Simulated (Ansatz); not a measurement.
Fluorite BaF2, relaxed in Ansatz (plane waves) with several semilocal functionals. Each gives its own volume and its own elastic constant C11:

```tsv
level	V0 (Å³/atom)	elastic constant C11 (GPa)	ln V0	ln C11
LDA	18.405	106.1	2.9126	4.6644
PBEsol	19.267	95.93	2.9584	4.5636
PBE	20.313	87.42	3.0113	4.4707
```

Fit a straight line to ln C11 against ln V0. What does it predict for r²SCAN, whose volume is 19.804 Å³/atom?

With x = ln V0 and y = ln C11: means 2.96077 and 4.56623; Σ(Δx Δy) = -0.009550, Σ(Δx²) = 0.004879, so the slope is -1.96. At x = 2.9859 the line gives y = 4.56623 + (-1.96) × (2.9859 − 2.96077) = 4.5170, or 91.56 GPa. The run with r²SCAN gives 94.00 GPa, +2.7 % from the line. The rows used scatter about it by up to 0.7 %, while the largest value lies 21 % above the smallest.

Ansatz's density-functional and Hartree–Fock values are scalar-relativistic unless marked +SOC, with PAW data made under PBE.

Ansatz is a quantum-chemistry and plane-wave program.
